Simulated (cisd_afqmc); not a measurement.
Input (AFQMC/CISD/cc-pVTZ; cisd_afqmc is a phaseless AFQMC code with CISD trial states that reads the integrals written by Ansatz):

Ansatz 0.2 input:
```python
import cisd_afqmc

open("ham.yaml", "w").write("""\
crystal:
  periodic: [false, false, false]
  atoms:
    - {symbol: O, position_ang: [0.06462128, 0.00157913, 0.02700513]}
    - {symbol: H, position_ang: [0.00178962, 0.80279151, -0.53584283]}
    - {symbol: H, position_ang: [0.01908461, -0.83637053, -0.48137831]}
    - {symbol: H, position_ang: [-0.53784446, 0.02094599, 0.80118010]}
basis:
  gaussian:
    orbitals: cc-pVTZ
total_charge: 1
magnetization: {spin_polarized: false}
correlation: {method: ccsd, electrons: outside_noble_gas, hamiltonian_folder: ham}
""")
rep = cisd_afqmc.ansatz("ham.yaml")
e_ccsd = rep["correlation"]["coupled_cluster"]["energy"]["hartree"]
out = cisd_afqmc.run("ham", e_ccsd, trial="CISD", walkers=100, populations=8, threads=8, dt=0.005, steps=40, early=24, settle=10, least=32,
    cut=5e-5, rank_cut=2e-4, target=0.0004, seconds=1500, seed=1, memory=17280, gpu=False)
```

Output:

```
orbitals 71, occupied [4], factors 330 of 416, rank of the doubles 127 of 268
E(HF) = -76.338864
E(CCSD) on the cut factors = -76.604216, shift to the whole factors -0.000012
Energy of the trial state on the determinant = -76.604169
  tau behind 7.2 of longer steps, mean of the populations' last blocks
   2.0  -76.61088
   4.0  -76.61193
   6.0  -76.61194
   8.0  -76.61109
blocks 266 (0 outliers left out), error by blocks joined: 1: 0.00017, 2: 0.00020, 4: 0.00024, 8: 0.00027, 16: 0.00026
E(AFQMC/CISD) = -76.61157 +/- 0.00027
```
